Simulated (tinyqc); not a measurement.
Hueckel theory of the pi electrons, for the molecule C=NN (SMILES; centres numbered as the heavy atoms are written), step by step. One step of it, computed by the program tinyqc.

Problem. Orbitals. Diagonalise; E = alpha + x beta with beta < 0, so the largest x are filled first; degenerate levels share their electrons. P = sum n_i c_ri c_si; each orbital has its largest coefficient positive (the first on a tie).

Hueckel matrix in units of beta (H = alpha + beta A):
```
,1C,2N,3N
1C,0.000000,1.000000,0.000000
2N,1.000000,0.500000,0.800000
3N,0.000000,0.800000,1.500000
```

pi electrons, sum of z_r less the charge = 4

Give: x values; occupations; coefficients; charge and bond-order matrix P.

Solution.

x values: 2.0813  0.8092  -0.8906

occupations: 2.0000  2.0000  0.0000

coefficients:
```
,MO1,MO2,MO3
1C,0.2718,0.6283,0.7289
2N,0.5657,0.5084,-0.6492
3N,0.7785,-0.5888,0.2172
```

charge and bond-order matrix P:
```
,1C,2N,3N
1C,0.9373,0.9464,-0.3167
2N,0.9464,1.1571,0.2821
3N,-0.3167,0.2821,1.9056
```
